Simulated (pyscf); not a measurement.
Single points on ωB97X-D3(BJ)/def2-SVP structures (PySCF, gas phase). Correlated levels are frozen-core, on RHF or UHF. ΔMP2 is the change of the MP2 total energy from the triple- to the quadruple-zeta basis.

Problem. Estimate by transition-state theory (the high-pressure limit) the rate constant of F–Ga [singlet] + ammonia (NH₃) → H₂N–GaH–F (singlet surface; H–N broken, Ga–N, Ga–H formed) at 600 K, with CCSD(T)/def2-TZVPP + ΔMP2(QZVPP) energies (ideal gas, 1 atm, RRHO with modes under 100 cm⁻¹ raised to 100, one conformer, R ln 2 for rigid chiral ones; no tunnelling).

Solution. The electronic barrier is 53.4 kcal/mol and the thermal terms add +13.9, so ΔG‡ = 67.3 kcal/mol. With k_BT/h = 1.25e+13 s⁻¹ and RT = 1.192 kcal/mol, and a volume of 8.18e-20 cm³ per molecule at 1 atm, k = 3.3e-31 cm³ molecule⁻¹ s⁻¹. The product is born with the 61 kcal/mol of the reverse barrier and needs collisions to keep. Wigner's tunnelling factor for 1435i cm⁻¹ would be 1.49, likely too low at so high a frequency. A shift of 1 kcal/mol in the barrier changes k by a factor 2.3. On the reactant side the descent ends in a bound adduct (not fully relaxed), 11.6 kcal/mol under the separated species and 67.0 kcal/mol under the saddle at ωB97X-D3(BJ)/def2-TZVP. This is the saddle that the search found; another between the same sides may lie lower. The CCSD(T) − MP2 part came from Ansatz, without density fitting, on the same reference. The frozen core leaves the outer d or s,p core shells of the metals and heavy elements correlated in the MP2 and CC values, and def2-TZVPP describes them poorly, which can shift differences by a few kcal/mol. Elements up to Kr have no core potential and no relativistic terms here.
